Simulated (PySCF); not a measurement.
**Ionisation energy of C by level of theory**

C [He] 2s2 2p2 (3P) → C⁺ [He] 2s2 2p1 (2P), as a difference of total energies. Calculation: PySCF 2.14, in def2-TZVP (5s3p2d1f, 31 functions); no relativity, point nucleus. Correlated levels: valence: 1s2 frozen. The calculations carry no spin-orbit coupling.

Q: Order these methods by the ionisation energy they give, lowest first.
A. TPSS
B. MP2 (valence)
C. CCSD(T) (valence)
D. PBE

A: C (11.169 eV), B (11.242 eV), A (11.450 eV), D (11.532 eV).

Errors of the correlated levels include the incompleteness of this basis and the frozen core.

For comparison: 11.262 eV (measured; NIST levels, between the centres of gravity of the two terms).
